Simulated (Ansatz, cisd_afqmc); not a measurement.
Species: CN, charge 0, doublet. CN (SMILES [C]#N, doublet).
B3LYP-D3(BJ)/def2-TZVP minimum from Ansatz (a first-principles code):
```xyz
2

C      0.0000     0.0000    -0.6258
N      0.0000     0.0000     0.5364
```
Charge 0, spin multiplicity 2.

Total energies in cc-pVQZ, 9 correlated electrons, 2 frozen orbitals. UHF or UKS for unpaired electrons; spin-orbit terms are left out. Correlated methods leave the cores frozen. No relativity. The Monte Carlo rows (phaseless AFQMC, CISD trial, step 0.005/hartree) carry one-sigma bars that omit the constraint's bias. Outlying blocks are dropped, and bars are widened where a walk drifts. Over all cases where full CI ran beside it in this data, AFQMC minus full CI had a median of +0.1 mEh and passed +0.4 mEh in a tenth of the cases. The UHF reference of CN ([C]#N, doublet) is spin-contaminated (<S^2> up to 0.37 over the pure value in the sets run).

| method | program | energy (Eh) | minus CCSDT(Q) (mEh) |
|---|---|---|---|
| HF | Ansatz | -92.24165 | 352.62 |
| MP2 | Ansatz | -92.53734 | 56.93 |
| CCSD | Ansatz | -92.57002 | 24.25 |
| CCSD(T) | Ansatz | -92.58980 | 4.47 |
| CCSDT(Q) | Ansatz | -92.59427 | 0.00 |
| AFQMC/CISD | cisd_afqmc | -92.5920 ± 0.0004 | 2.2 ± 0.4 |
